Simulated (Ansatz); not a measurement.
Geometry optimisation, RKS PBE0-D4/def2-SVP (Ansatz).

Input:

```yaml
crystal:
  periodic: [false, false, false]
  atoms:
    - { symbol: Cl, position_ang: [-1.575, -0.8604, 0.9209] }
    - { symbol: C, position_ang: [-0.4934, 0.3163, -0.3845] }
    - { symbol: Cl, position_ang: [-0.8125, -0.2041, -1.9847] }
    - { symbol: H, position_ang: [-0.9258, 1.291, -0.1868] }
    - { symbol: C, position_ang: [0.8291, -0.0064, 0.2209] }
    - { symbol: H, position_ang: [1.3515, 0.8515, 0.6138] }
    - { symbol: H, position_ang: [1.4549, -0.6409, -0.3857] }
    - { symbol: H, position_ang: [0.1712, -0.747, 1.1861] }
basis:
  gaussian: { orbitals: def2-SVP }
hamiltonian:
  xc: pbe0
  dispersion: d4
relax:
  f_tol: 0.15
  max_steps: 25
  restrain:
    - { distance: [0, 7], at: 2.63, k: 30.0 }
    - { distance: [0, 1], at: 1.78, k: 30.0 }
    - { distance: [4, 7], at: 1.07, k: 30.0 }
output:
  orbitals: {}
```

Launched with:

```bash
$ ansatz run input.yaml --threads 2 --pin off --max-ram 3072MiB --backend cpu --events-out ev --progress --plain --runs-dir out
```

**Question.** Where does it end, and by what steps?

**Answer.** The forces met the threshold. The restraints hold the end off the free minimum. After 7 steps the energy has fallen by 2.303 eV (the restraints' own energy left out); H8 moved furthest, 0.73 Å. Joined: C5–H8.

```
step  energy less start (eV)  largest force component (eV/Å)  accepted
   0                  0.0000                           3.666       yes
   1                 -1.2476                           2.532       yes
   2                 -1.9480                           0.948       yes
   3                 -2.1430                           0.458       yes
   4                 -2.2079                           0.300       yes
   5                 -2.2690                           0.643       yes
   6                 -2.2312                           1.152       yes
   7                 -2.3031                           0.542       yes
```

```xyz
8
Properties=species:S:1:pos:R:3
Cl -1.711 -1.026 0.476
C -0.619 0.195 -0.222
Cl -0.677 0.196 -1.999
H -1.009 1.169 0.095
C 0.763 -0.073 0.307
H 1.457 0.752 0.090
H 1.160 -1.002 -0.124
H 0.636 -0.211 1.376
```

Whether the end is a true minimum wasn't checked by a vibrational analysis.

The run took 16 s on 2 threads of Arm Neoverse V1, on a shared host, peak memory 0.17 GiB.
